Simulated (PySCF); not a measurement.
## HOMO energy and vertical ionisation energy

PBE0-D3(BJ)/ma-def2-TZVP single points (PySCF) on relaxed neutral molecules. The ionisation energy is the difference of two SCF energies at the neutral's structure.

```tsv
molecule	−ε(HOMO) / eV	vertical ionisation energy / eV
`NN` (H4N2)	7.20	9.92
`[SiH3]P` (H5PSi)	7.61	?
trisilane, `[SiH3][SiH2][SiH3]` (H8Si3)	8.01	9.82
disilane, `[SiH3][SiH3]` (H6Si2)	8.38	10.48
`O[SiH3]` (H4OSi)	8.75	11.21
chlorine fluoride, `FCl` (ClF)	9.56	12.74
tetrachlorosilane, `Cl[Si](Cl)(Cl)Cl` (Cl4Si)	9.60	11.51
nitrosyl fluoride, `O=NF` (FNO)	9.88	13.01
`F[Si](F)(F)F` (F4Si)	12.82	15.40
```

Question: Fit a straight line to the complete rows and predict the ionisation energy of `[SiH3]P` (H5PSi).

Answer: IE = 1.812 + 1.073·(−ε) (8 points, rms 0.47 eV, correlation 0.963). At 7.61 this gives 9.98 eV; the calculation itself gave 9.76 eV, so the fit is off by 0.22.

(`[SiH3]P` (H5PSi)) Hardware: 1 thread of Intel Xeon 6975P-C, shared with other jobs. Command: `OMP_NUM_THREADS=1 python redox_run.py task.json out`. Structures, frequencies and single points: 2.5 min.
